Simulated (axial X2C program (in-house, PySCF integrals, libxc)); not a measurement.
**Density and ELF of AlO⁺**

Calculated with an axial X2C code built on PySCF integrals. Two-component (2c) means X2C with spin–orbit coupling and atomic mean-field two-electron Coulomb and Gaunt terms. Basis: Al dyall-v3z [8s8p2d1f], O dyall-av3z [7s6p3d2f] (cores contracted in-house); Gaussian nuclei, density fitting, unrestricted open shells. Masses: Al 26.982 u, O 15.995 u.

PBE0, two-component, state Ω = 2 (⟨Sz⟩ = 1.00, ⟨Lz⟩ = 1.00 at PBE0); Al at z = 0, O at z = 1.746 Å.

The maps cover the half plane through the axis: z from -2.4 to 3.9 Å along the bond, ρ from 0.15 to 2.25 Å away from it (steps of 0.3 Å, the bottom row nearest the axis).

log10 of the density in e/bohr³:

digits 0 to 9 span -5.73 to 0.98 evenly
```
1122233333332222211100
1223333443333333322110
2233444444444444332211
2334445555555555443221
2344555555556665544321
3345556666666776654332
3445566787667787765432
3445567898777898765432
```

Electron localisation function (collinear form, no current term, damped to 0 at low density):

digits 0 to 9 span 0.00 to 1.00 evenly
```
0000001100000000000000
0001467641000000000000
0027999973100000000000
0179999974212222110000
0699999732334555421000
2899995100156777752000
4999981474068888864100
5999951838068338874200
```

Axial spin density in 10⁻³ e/bohr³:

digits 0 to 9 span -9.55 to 9.55 evenly, values beyond are clipped
```
5555555555555555555555
5555555555555555555555
5555555555555555555555
5555667765555555555555
5556799986556786555555
5557999996459999755555
5568999755369999965555
5568999993369999965555
```

Occupations by symmetry block were frozen at the best pattern of an incomplete PBE0 search. Density functionals use the spin component along the axis (collinear). PBE0 can misorder states that lie within some tenths of an eV, so this need not be the ground state of the molecule. The nearest other 2c determinant of the search, Ω = 1, lies 0.12 eV up at the distance of the search. The functionals have no current-density term, which raises determinants with orbital currents, atoms included. With several unpaired electrons one determinant need not be a pure state. Open-shell Ω = 0 determinants with evenly filled partner blocks cannot be reached by this program, so the Ω shown need not be the lowest component.
